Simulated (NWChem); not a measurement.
Everything below was run with NWChem. System: ammonia (H3N), charge 0, spin multiplicity 1, at a geometry optimised with PBE0/def2-SVP. Level: MP2/def2-TZVP, 1 core orbitals frozen.

Part of the output:

```
             Northwest Computational Chemistry Package (NWChem) 7.3.0
             --------------------------------------------------------

                                NWChem Input Module
                                -------------------

 Scaling coordinates for geometry "geometry" by  1.889725989
 (inverse scale =  0.529177249)

 Turning off AUTOSYM since
 SYMMETRY directive was detected!

                             Geometry "geometry" -> ""
                             -------------------------

 Output coordinates in angstroms (scale by  1.889725989 to convert to a.u.)

  No.       Tag          Charge          X              Y              Z
 ---- ---------------- ---------- -------------- -------------- --------------
    1 N                    7.0000     0.00151600     0.12156100     0.00000000
    2 H                    1.0000    -0.47143700    -0.27780500     0.81049000
    3 H                    1.0000    -0.47143700    -0.27780500    -0.81049000
    4 H                    1.0000     0.93226000    -0.29531600     0.00000000

 Effective nuclear repulsion energy (a.u.)      11.8759129821

            Nuclear Dipole moment (a.u.)
            ----------------------------
        X                 Y               Z
 ---------------- ---------------- ----------------
    -0.0000037795     0.0000018897     0.0000000000

      Symmetry information
      --------------------

 Group name             Cs
 Group number              2
 Group order               2
 No. of unique centers     3

      Symmetry unique atoms

     1    2    4


 Summary of "ao basis" -> "" (spherical)
 ------------------------------------------------------------------------------
       Tag                 Description            Shells   Functions and Types
 ---------------- ------------------------------  ------  ---------------------
 *                         def2-tzvp                  on all atoms

 Summary of "ao basis" -> "ao basis" (spherical)
 ------------------------------------------------------------------------------
       Tag                 Description            Shells   Functions and Types
 ---------------- ------------------------------  ------  ---------------------
 N                         def2-tzvp                11       31   5s3p2d1f
 H                         def2-tzvp                 4        6   3s1p

                                 NWChem SCF Module
                                 -----------------

  ao basis        = "ao basis"
  functions       =    49
  atoms           =     4
  closed shells   =     5
  open shells     =     0
  charge          =   0.00
  wavefunction    = RHF
  use symmetry    = T
  symmetry adapt  = T

 Summary of "ao basis" -> "ao basis" (spherical)
 ------------------------------------------------------------------------------
       Tag                 Description            Shells   Functions and Types
 ---------------- ------------------------------  ------  ---------------------
 N                         def2-tzvp                11       31   5s3p2d1f
 H                         def2-tzvp                 4        6   3s1p

      Symmetry analysis of basis
      --------------------------

        a'         32
        a"         17

 Forming initial guess at       0.0s

      Superposition of Atomic Density Guess
      -------------------------------------

 Sum of atomic energies:         -55.81097942

      Non-variational initial energy
      ------------------------------

 Total energy =     -56.207146
 1-e energy   =     -98.082536
 2-e energy   =      29.999478
 HOMO         =      -0.385890
 LUMO         =       0.062572

      Symmetry analysis of molecular orbitals - initial
      -------------------------------------------------

  Numbering of irreducible representations:

     1 a'          2 a"

  Orbital symmetries:

     1 a'          2 a'          3 a"          4 a'          5 a'
     6 a'          7 a"          8 a'          9 a'         10 a"
    11 a'         12 a'         13 a'         14 a"         15 a'

 Starting SCF solution at       0.1s

 ----------------------------------------------
         Quadratically convergent ROHF

 Convergence threshold     :          1.000E-07
[...]
 Vector    3  Occ=2.000000D+00  E=-6.217610D-01  Symmetry=a"
              MO Center= -1.9D-01, -5.7D-02, -2.1D-11, r^2= 9.7D-01
   Bfn.  Coefficient  Atom+Function         Bfn.  Coefficient  Atom+Function
  ----- ------------  ---------------      ----- ------------  ---------------
     8      0.330564  1 N  pz                11      0.286552  1 N  pz
    33      0.205113  2 H  s                 39     -0.205113  3 H  s

 Vector    4  Occ=2.000000D+00  E=-6.217604D-01  Symmetry=a'
              MO Center=  1.9D-01, -6.2D-02,  2.1D-11, r^2= 9.7D-01
   Bfn.  Coefficient  Atom+Function         Bfn.  Coefficient  Atom+Function
  ----- ------------  ---------------      ----- ------------  ---------------
     6      0.330539  1 N  px                 9      0.286529  1 N  px
    45      0.236845  4 H  s                 44      0.164323  4 H  s

 Vector    5  Occ=2.000000D+00  E=-4.319342D-01  Symmetry=a'
              MO Center=  3.2D-03,  2.6D-01, -3.8D-16, r^2= 9.1D-01
   Bfn.  Coefficient  Atom+Function         Bfn.  Coefficient  Atom+Function
  ----- ------------  ---------------      ----- ------------  ---------------
     7      0.390487  1 N  py                10      0.359862  1 N  py
    13      0.321962  1 N  py                 4      0.192668  1 N  s

 Vector    6  Occ=0.000000D+00  E= 1.272181D-01  Symmetry=a'
              MO Center= -6.5D-03, -5.2D-01, -4.2D-17, r^2= 5.0D+00
   Bfn.  Coefficient  Atom+Function         Bfn.  Coefficient  Atom+Function
  ----- ------------  ---------------      ----- ------------  ---------------
     5      2.505376  1 N  s                 34     -1.129752  2 H  s
    40     -1.129752  3 H  s                 46     -1.129753  4 H  s
    13     -0.496756  1 N  py                 4     -0.458030  1 N  s
     3      0.261540  1 N  s

 Vector    7  Occ=0.000000D+00  E= 2.126770D-01  Symmetry=a"
              MO Center= -7.6D-01, -5.2D-01,  1.0D-13, r^2= 4.8D+00
   Bfn.  Coefficient  Atom+Function         Bfn.  Coefficient  Atom+Function
  ----- ------------  ---------------      ----- ------------  ---------------
    34      2.096967  2 H  s                 40     -2.096967  3 H  s
    14     -1.004166  1 N  pz                33     -0.306773  2 H  s
    39      0.306773  3 H  s                  8     -0.196605  1 N  pz

 Vector    8  Occ=0.000000D+00  E= 2.126772D-01  Symmetry=a'
              MO Center=  7.5D-01, -5.4D-01, -2.5D-13, r^2= 4.8D+00
   Bfn.  Coefficient  Atom+Function         Bfn.  Coefficient  Atom+Function
  ----- ------------  ---------------      ----- ------------  ---------------
    46      2.421372  4 H  s                 34     -1.210686  2 H  s
    40     -1.210686  3 H  s                 12     -1.004087  1 N  px
    45     -0.354231  4 H  s                  6     -0.196590  1 N  px
    33      0.177115  2 H  s                 39      0.177115  3 H  s

 center of mass
 --------------
 x =   0.00116887 y =   0.09374440 z =   0.00000000

 moments of inertia (a.u.)
 ------------------
           6.187030992480           0.040791268129           0.000000000000
           0.040791268129           9.456133911585           0.000000000000
           0.000000000000           0.000000000000           6.186497570801

  Mulliken analysis of the total density
  --------------------------------------

    Atom       Charge   Shell Charges
 -----------   ------   -------------------------------------------------------
    1 N    7     7.71   0.82  1.16  0.53  0.83  0.24  1.48  1.73  0.89  0.01  0.03  0.00
    2 H    1     0.76   0.26  0.41  0.06  0.04
    3 H    1     0.76   0.26  0.41  0.06  0.04
    4 H    1     0.76   0.26  0.41  0.06  0.04

       Multipole analysis of the density wrt the origin
       ------------------------------------------------

     L   x y z        total         open         nuclear
     -   - - -        -----         ----         -------
     0   0 0 0     -0.000000      0.000000     10.000000

     1   1 0 0     -0.008995      0.000000     -0.000004
     1   0 1 0     -0.721160      0.000000      0.000002
     1   0 0 1      0.000000      0.000000      0.000000

     2   2 0 0     -4.622492      0.000000      4.691059
     2   1 1 0     -0.026778      0.000000     -0.043161
     2   1 0 1     -0.000000      0.000000      0.000000
     2   0 2 0     -6.768634      0.000000      1.232025
     2   0 1 1     -0.000000      0.000000      0.000000
     2   0 0 2     -4.622147      0.000000      4.691622

                   NWChem MP2 Semi-direct Energy/Gradient Module
                   ---------------------------------------------

  Basis functions       =     49
  Molecular orbitals    =     49
  Frozen core           =      1
  Frozen virtuals       =      0
  Active alpha occupied =      4
  Active beta occupied  =      4
  Active alpha virtual  =     44
  Active beta virtual   =     44
  Use MO symmetry       = T
  Use skeleton AO sym   = T

  AO/Fock/Back tols     =   1.0D-09  1.0D-09  1.0D-09

 GA uses MA = F    GA memory limited = T

 Available:
  local mem=  1.26D+08
 global mem=  1.44D+08
 local disk=  0.00D+00
  mp2_memr nvloc                    44
  nvloc new                    44
   1 passes of   4:        3145728                      13694                    737212.
   1 passes of   4: M    126153534           G      144174398           F     123007806.

 Semi-direct pass number   1 of   1  for RHF alpha+beta  at        0.2s
  vrange nnbf                  1225
  mp2_eaftype                    10  avail_ma_in_mb                  1099
 EAF : mp2_eaftype filesize          10     368606.
  mp2_eaf for mointskh                     10
Node 0 wrote      1.7 Mb in      0.0 s     Agg I/O rate:  2081.6 Mb/s
 Done moints_semi at        0.4s
  mp2_eaftype                    10  avail_ma_in_mb                  1089
 EAF : mp2_eaftype filesize          10     368606.
  mp2_eaf for kh                    10
 Done maket at        0.5s
 Done multipass loop at        0.5s

          -------------------------------------------
          SCF energy                 -56.217475171773
          Correlation energy          -0.226026356720
          Singlet pairs               -0.149680176163
          Triplet pairs               -0.076346180557
          Total MP2 energy           -56.443501528493
          -------------------------------------------

          ---------------------------------------------------
                    Spin Component Scaled (SCS) MP2
          Same spin pairs                     -0.050897453705
          Same spin scaling factor             0.333333333333
          Opposite spin pairs                 -0.175128903015
          Opposite spin scaling fact.          1.200000000000
          SCS-MP2 correlation energy          -0.227120501519
          Total SCS-MP2 energy               -56.444595673293
          ---------------------------------------------------

 -----------------------
 Performance information
 -----------------------

 Timer overhead =  1.56D-07 seconds/call

               Nr. of calls         CPU time (s)                 Wall time (s)                GFlops
             ---------------    -------------------     ------------------------------   -------------------
Name         Min   Avg   Max    Min     Avg     Max     Min     Avg     Max   Mx/calls   Min     Max     Sum
mp2: moin     1     1     1   0.23    0.23    0.23     0.23    0.23    0.23    0.23      0.0     0.0     0.0
mp2: make     1     1     1   1.31E-2 1.31E-2 1.31E-2  1.31E-2 1.31E-2 1.31E-2 1.31E-2   0.0     0.0     0.0
mp2: tota     1     1     1   0.27    0.27    0.27     0.27    0.27    0.27    0.27      0.0     0.0     0.0

 The average no. of pstat calls per process was 3.00D+00
 with a timing overhead of 4.68D-07s

 Task  times  cpu:        0.4s     wall:        0.4s

 Total times  cpu:        0.5s     wall:        0.5s
```

Task: Write an NWChem input that would produce this output.

Result: This is not unique; one that fits is 
```
start mol
memory heap 200 mb stack 900 mb global 1100 mb
geometry units angstroms nocenter noautoz
  N      0.001516     0.121561     0.000000
  H     -0.471437    -0.277805     0.810490
  H     -0.471437    -0.277805    -0.810490
  H      0.932260    -0.295316     0.000000
  symmetry group Cs
end
basis spherical
  * library def2-tzvp
end
scf
  rhf
  nopen 0
  maxiter 100
  thresh 1e-7
  semidirect memsize 60000000 filesize 0
end
mp2
  freeze core 1
end
task mp2 energy
```
